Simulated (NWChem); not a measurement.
Everything below was run with NWChem. System: O (+1), charge 1, spin multiplicity 4. Its SCF solution wasn't tested for a lower state. Level: ROCCSDT/def2-SVP, 1 core orbitals frozen.

The NWChem input:

```
start mol
memory heap 100 mb stack 700 mb global 1900 mb
charge 1
geometry units angstroms nocenter noautoz
  O      0.000000     0.000000     0.000000
  symmetry group D2h
end
basis spherical
  * library def2-svp
end
scf
  rohf
  nopen 3
  maxiter 100
  thresh 1e-7
  semidirect memsize 60000000 filesize 0
  # guess.movecs holds the orbitals of an unrestricted PBE0 run
  vectors input guess.movecs output mol.movecs
end
tce
  freeze core 1
  ccsdt
  2eorb
  2emet 13
  thresh 1e-6
  maxiter 100
  tilesize 24
end
task tce energy
```

Part of the output:

```
             Northwest Computational Chemistry Package (NWChem) 7.3.0
             --------------------------------------------------------

                                NWChem Input Module
                                -------------------

 Scaling coordinates for geometry "geometry" by  1.889725989
 (inverse scale =  0.529177249)

                             Geometry "geometry" -> ""
                             -------------------------

 Output coordinates in angstroms (scale by  1.889725989 to convert to a.u.)

  No.       Tag          Charge          X              Y              Z
 ---- ---------------- ---------- -------------- -------------- --------------
    1 O                    8.0000     0.00000000     0.00000000     0.00000000

 Effective nuclear repulsion energy (a.u.)       0.0000000000

            Nuclear Dipole moment (a.u.)
            ----------------------------
        X                 Y               Z
 ---------------- ---------------- ----------------
     0.0000000000     0.0000000000     0.0000000000

      Symmetry information
      --------------------

 Group name             D2h
 Group number             26
 Group order               8
 No. of unique centers     1

      Symmetry unique atoms

     1


 Summary of "ao basis" -> "" (spherical)
 ------------------------------------------------------------------------------
       Tag                 Description            Shells   Functions and Types
 ---------------- ------------------------------  ------  ---------------------
 *                          def2-svp                  on all atoms

 Summary of "ao basis" -> "ao basis" (spherical)
 ------------------------------------------------------------------------------
       Tag                 Description            Shells   Functions and Types
 ---------------- ------------------------------  ------  ---------------------
 O                          def2-svp                 6       14   3s2p1d

                                 NWChem SCF Module
                                 -----------------

  ao basis        = "ao basis"
  functions       =    14
  atoms           =     1
  closed shells   =     2
  open shells     =     3
  charge          =   1.00
  wavefunction    = ROHF
  use symmetry    = T
  symmetry adapt  = T

 Summary of "ao basis" -> "ao basis" (spherical)
 ------------------------------------------------------------------------------
       Tag                 Description            Shells   Functions and Types
 ---------------- ------------------------------  ------  ---------------------
 O                          def2-svp                 6       14   3s2p1d

      Symmetry analysis of basis
      --------------------------

        ag          5
        au          0
        b1g         1
        b1u         2
        b2g         1
        b2u         2
        b3g         1
        b3u         2

 Forming initial guess at       0.1s

      Symmetry analysis of molecular orbitals - initial
      -------------------------------------------------

  Numbering of irreducible representations:

     1 ag          2 au          3 b1g         4 b1u         5 b2g
     6 b2u         7 b3g         8 b3u

  Orbital symmetries:

     1 ag          2 ag          3 b1u         4 b3u         5 b2u
     6 ag          7 b1u         8 b3u         9 b2u        10 b2g
    11 b3g        12 b1g        13 ag         14 ag

 Starting SCF solution at       0.1s

 ----------------------------------------------
[...]
  ----- ------------  ---------------      ----- ------------  ---------------
     6      0.785862  1 O  pz                 9      0.338967  1 O  pz

 Vector    6  Occ=0.000000D+00  E= 5.221753D-01  Symmetry=ag
              MO Center= -1.4D-27, -1.4D-27,  3.3D-22, r^2= 1.2D+00
   Bfn.  Coefficient  Atom+Function         Bfn.  Coefficient  Atom+Function
  ----- ------------  ---------------      ----- ------------  ---------------
     3     -1.618728  1 O  s                  2      1.584231  1 O  s
     1      0.299261  1 O  s

 Vector    7  Occ=0.000000D+00  E= 6.484253D-01  Symmetry=b3u
              MO Center=  1.4D-27, -1.6D-35,  1.2D-34, r^2= 1.3D+00
   Bfn.  Coefficient  Atom+Function         Bfn.  Coefficient  Atom+Function
  ----- ------------  ---------------      ----- ------------  ---------------
     7      1.105559  1 O  px                 4     -0.848280  1 O  px

 Vector    8  Occ=0.000000D+00  E= 6.484253D-01  Symmetry=b2u
              MO Center=  3.5D-38,  1.4D-27,  1.1D-37, r^2= 1.3D+00
   Bfn.  Coefficient  Atom+Function         Bfn.  Coefficient  Atom+Function
  ----- ------------  ---------------      ----- ------------  ---------------
     8      1.105559  1 O  py                 5     -0.848280  1 O  py

 center of mass
 --------------
 x =   0.00000000 y =   0.00000000 z =   0.00000000

 moments of inertia (a.u.)
 ------------------
           0.000000000000           0.000000000000           0.000000000000
           0.000000000000           0.000000000000           0.000000000000
           0.000000000000           0.000000000000           0.000000000000

  Mulliken analysis of the total density
  --------------------------------------

    Atom       Charge   Shell Charges
 -----------   ------   -------------------------------------------------------
    1 O    8     7.00   1.99  1.35  0.65  2.25  0.75  0.00

 Mulliken analysis of the open-shell density
 -------------------------------------------

    Atom       Charge   Shell Charges
 -----------   ------   -------------------------------------------------------
    1 O    8     3.00   0.00  0.00  0.00  2.25  0.75  0.00

       Multipole analysis of the density wrt the origin
       ------------------------------------------------

     L   x y z        total         open         nuclear
     -   - - -        -----         ----         -------
     0   0 0 0      1.000000     -3.000000      8.000000

     1   1 0 0      0.000000     -0.000000      0.000000
     1   0 1 0      0.000000      0.000000      0.000000
     1   0 0 1      0.000000      0.000000      0.000000

     2   2 0 0     -2.519271     -1.507038      0.000000
     2   1 1 0     -0.000000     -0.000000      0.000000
     2   1 0 1     -0.000000      0.000000      0.000000
     2   0 2 0     -2.519271     -1.507038      0.000000
     2   0 1 1     -0.000000     -0.000000      0.000000
     2   0 0 2     -2.519271     -1.507038      0.000000

                   NWChem Extensible Many-Electron Theory Module
                   ---------------------------------------------


            General Information
            -------------------
      Number of processors :     1
         Wavefunction type : Restricted open-shell Hartree-Fock
          No. of electrons :     7
           Alpha electrons :     5
            Beta electrons :     2
           No. of orbitals :    28
            Alpha orbitals :    14
             Beta orbitals :    14
        Alpha frozen cores :     1
         Beta frozen cores :     1
     Alpha frozen virtuals :     0
      Beta frozen virtuals :     0
         Spin multiplicity : quartet
    Number of AO functions :    14
       Number of AO shells :     6
        Use of symmetry is : on
      Symmetry adaption is : on
         Schwarz screening : 0.10D-09

          Correlation Information
          -----------------------
          Calculation type : Coupled-cluster singles, doubles, & triples
   Perturbative correction : none
            Max iterations :      100
        Residual threshold : 0.10D-05
     T(0) DIIS level shift : 0.00D+00
     L(0) DIIS level shift : 0.00D+00
     T(1) DIIS level shift : 0.00D+00
     L(1) DIIS level shift : 0.00D+00
     T(R) DIIS level shift : 0.00D+00
     T(I) DIIS level shift : 0.00D+00
   CC-T/L Amplitude update :  5-th order DIIS
                I/O scheme : Global Array Library
        L-threshold :  0.10D-05
        EOM-threshold :  0.10D-05
 no EOMCCSD initial starts read in
 TCE RESTART OPTIONS
 SLICE:      F
 D4D5:       F
 quantumc:   F
 qrotation:  F
 pwtce:      F
 qducc:      F
 nacto:                         0
 nrotv:                         0
 nrot:                          0

            Memory Information
            ------------------
          Available GA space size is     249036408 doubles
          Available MA space size is     104856388 doubles

 Maximum block size supplied by input
 Maximum block size        24 doubles

 tile_dim =      3

 -------------------------------------------------

 Global array virtual files algorithm will be used

 Parallel file system coherency ......... OK

 4-electron integrals stored in orbital form

 v2    file size   =              781
 4-index algorithm nr.  13 is used
 imaxsize =       30
 imaxsize ichop =        0
 IN MAPPING 1 for UCC(4),CCSDT,CCSDTQ


 CCSDT iterations
 --------------------------------------------------------
 Iter          Residuum       Correlation     Cpu    Wall
 --------------------------------------------------------
    1   0.1892858361035  -0.0801244817495     2.7     2.7
    2   0.0316396195960  -0.0870831689958     2.6     2.6
    3   0.0081241239671  -0.0887803402666     3.4     3.4
    4   0.0017572679759  -0.0889945493446     2.9     2.9
    5   0.0007522924187  -0.0890703326730     3.2     3.2
    6   0.0001648744320  -0.0890854158867     2.9     2.9
    7   0.0000456000917  -0.0890852271931     3.3     3.3
    8   0.0000147440101  -0.0890852409503     3.2     3.2
    9   0.0000055495745  -0.0890850898135     2.6     2.6
   10   0.0000020879906  -0.0890850580145     2.5     2.5
   11   0.0000001998575  -0.0890850292421     2.6     2.6
 --------------------------------------------------------
 Iterations converged
 CCSDT correlation energy / hartree =        -0.089085029242073
 CCSDT total energy / hartree       =       -74.360451910012003

 Singles contributions

 Doubles contributions

 Task  times  cpu:       32.2s     wall:       32.2s

 Total times  cpu:       32.3s     wall:       32.3s
```
